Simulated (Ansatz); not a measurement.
**Mixing energy, order and entropy in Pt$_{9}$Rh$_{7}$**

Level of theory: DFT PBE, scalar-relativistic, plane waves, PAW in Ansatz.

Settings: cutoff 420 eV, Γ-centred mesh 6×6×6 on the computed 16-atom cell, Gaussian smearing of 0.10 eV; no spin polarisation.

Cells of 16 atoms on a fcc lattice, 9 Pt, 7 Rh, each occupation relaxed without symmetry on a coarser mesh and computed once more. α is the first-shell Warren–Cowley parameter of unlike pairs (negative: unlike neighbours in excess, 0: random). ΔH counts from the elements in their standard crystals. 1 further occupation drawn came out the same as one of these and is left out.

```
cell      α  ΔH (meV/atom) V (Å³/atom) rms shift from sites (Å)
   1  -0.02            -12        14.90                      0.03
   2  -0.18            -12        14.90                      0.02
```

Weigh the mixing energy against the ideal entropy.

Ideal mixing gives S = −k_B Σ x ln x = 0.685 k_B per atom (5.7 J/(mol K)), worth 59 meV/atom at 1000 K. The cell nearest to random, 1, has ΔH = -12 meV/atom. It is already below the pure elements, so the rivals are ordered compounds, not the elements: strong attraction usually means ordering on cooling. ΔH includes the cost of putting the elements on this lattice where they prefer another, and what the coarser relaxation leaves, which can only raise it; vibrational entropy is left out.

Does the alloy prefer like or unlike neighbours?

Across α from -0.18 to -0.02 the energy spans 0 meV/atom, a slope of 0 meV/atom per unit of α. That is within the noise of mesh and relaxation (about 8 meV/atom), so these cells show no preference.

The final mesh leaves forces up to 0.08 eV/Å and stresses up to 0.9 GPa.

Spin–orbit coupling is left out, which can shift energies with elements as heavy as these.

Cost: 5 runs of about 13 core-minutes in all (earlier runs that led there not counted), on AMD EPYC 9R45 (Zen 5) (shared hosts).